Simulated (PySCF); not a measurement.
# Molecular orbitals of LiB⁺

PBE at R = 2.513 Å; PySCF, no relativity, basis sets Li cc-pVDZ, B cc-pVDZ. State: ²Σ⁺ (doublet), unpaired electrons σ ↑. Only the outer orbitals are listed, counted within each symmetry.

```json
{"spin": "α", "orbital": "2σ", "occ.": "1", "ε (eV)": "-58.50", "on Li (%)": "100", "main shells (%)": "100 Li s"}
{"spin": "α", "orbital": "3σ", "occ.": "1", "ε (eV)": "-15.63", "on Li (%)": "8", "main shells (%)": "92 B s"}
{"spin": "α", "orbital": "4σ", "occ.": "1", "ε (eV)": "-10.49", "on Li (%)": "20", "main shells (%)": "77 B p, 11 Li s, 8 Li p"}
{"spin": "α", "orbital": "1π", "occ.": "0", "ε (eV)": "-9.29", "on Li (%)": "6", "main shells (%)": "94 B p"}
{"spin": "α", "orbital": "1π", "occ.": "0", "ε (eV)": "-9.29", "on Li (%)": "6", "main shells (%)": "94 B p"}
{"spin": "α", "orbital": "5σ", "occ.": "0", "ε (eV)": "-6.17", "on Li (%)": "95", "main shells (%)": "82 Li s, 11 Li p"}
{"spin": "β", "orbital": "2σ", "occ.": "1", "ε (eV)": "-58.45", "on Li (%)": "100", "main shells (%)": "100 Li s"}
{"spin": "β", "orbital": "3σ", "occ.": "1", "ε (eV)": "-14.72", "on Li (%)": "7", "main shells (%)": "91 B s"}
{"spin": "β", "orbital": "1π", "occ.": "0", "ε (eV)": "-8.92", "on Li (%)": "5", "main shells (%)": "94 B p"}
{"spin": "β", "orbital": "1π", "occ.": "0", "ε (eV)": "-8.92", "on Li (%)": "5", "main shells (%)": "94 B p"}
{"spin": "β", "orbital": "4σ", "occ.": "0", "ε (eV)": "-8.40", "on Li (%)": "24", "main shells (%)": "69 B p, 17 Li s"}
```

**Question.** Which are the highest filled and the lowest empty level, where do they sit, and how wide is the gap?

**Answer.** Highest filled α 4σ at -10.49 eV (in %: 77 B p, 11 Li s, 8 Li p); lowest empty α 1π at -9.29 eV (in %: 94 B p); the gap at PBE is 1.20 eV.

```json
{
  "bond order (Mayer)": "0.54",
  "⟨S²⟩": "0.753",
  "charge on Li (Mulliken, basis-dependent)": "0.64",
  "charge on Li (Löwdin, basis-dependent)": "0.61",
  "dipole moment (positive dipole points towards B; it is taken about the centre of mass and depends on that origin)": "-5.06 D",
  "polarisability along the bond": "25.7 bohr³",
  "polarisability across the bond": "18.7 bohr³"
}
```

The state was picked by a PBE0 search and need not be the measured ground state.
